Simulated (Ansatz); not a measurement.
Ansatz (a program for electronic structure) input (PBE0/6-311+G**): The .json file is the Basis Set Exchange's 6-311+G**.

Ansatz 0.2 input:
```yaml
crystal:
  periodic: [false, false, false]
  atoms:
    - {symbol: O, position_ang: [1.08859700, 0.24944300, -0.42728400]}
    - {symbol: C, position_ang: [0.04658500, 0.36233700, 0.22026600]}
    - {symbol: H, position_ang: [-0.09898000, 1.22977900, 0.88845600]}
    - {symbol: C, position_ang: [-1.01080800, -0.58309000, 0.15833000]}
    - {symbol: H, position_ang: [-1.91279600, -0.45200400, 0.74149300]}
    - {symbol: H, position_ang: [-0.91166100, -1.44880100, -0.48325300]}
basis:
  gaussian:
    orbitals: 6-311+G__.json
hamiltonian:
  xc: {name: PBE0}
magnetization: {spin_polarized: true, initial_magnetization: 1}
output: {forces: true}
```

Output:

```
Functional definition: PBE0
integrals: 0.02 GiB planned
682 factors; their error is unknown
mean field: 0.25 GiB planned
mean field evaluation 1: about -4160.3971 eV, gradient 3.1e1 eV
mean field evaluation 2: about -4156.9817 eV, gradient 4.4e1 eV
mean field evaluation 4: about -4164.4109 eV, gradient 1.8e0 eV
mean field evaluation 8: about -4164.4305 eV, gradient 1.2e-1 eV
mean field evaluation 16: about -4164.4136 eV, gradient 3.3e-5 eV
mean field -4164.41362351 eV, -153.0393779231 hartree, gradient 7.9e-6 eV, S^2 0.772907; 1 other end points of the search recorded, 0 dependent functions left out
the calculation of the forces begins
reference -4164.41366666 eV, -153.0393795087 hartree; 12, 11 occupied and 72, 73 virtual orbitals, 682 factors
Total energy: -4164.41366666 eV, -153.0393795087 hartree
Atom 0 at     1.088597     0.249443    -0.427284 Å, force    -0.174718     0.014269     0.105415 eV/Å
Atom 1 at     0.046585     0.362337     0.220266 Å, force     0.206762     0.003994    -0.110585 eV/Å
Atom 2 at    -0.098980     1.229779     0.888456 Å, force     0.013159     0.042995     0.021955 eV/Å
Atom 3 at    -1.010808    -0.583090     0.158330 Å, force     0.017419    -0.001517    -0.010574 eV/Å
Atom 4 at    -1.912796    -0.452004     0.741493 Å, force    -0.074279     0.013395     0.049787 eV/Å
Atom 5 at    -0.911661    -1.448801    -0.483253 Å, force     0.011656    -0.073135    -0.055998 eV/Å
Dipole moment:    -0.582272    -0.082287     0.263235 e Å
```

The geometry given is a B3LYP-D3(BJ)/def2-TZVP minimum.
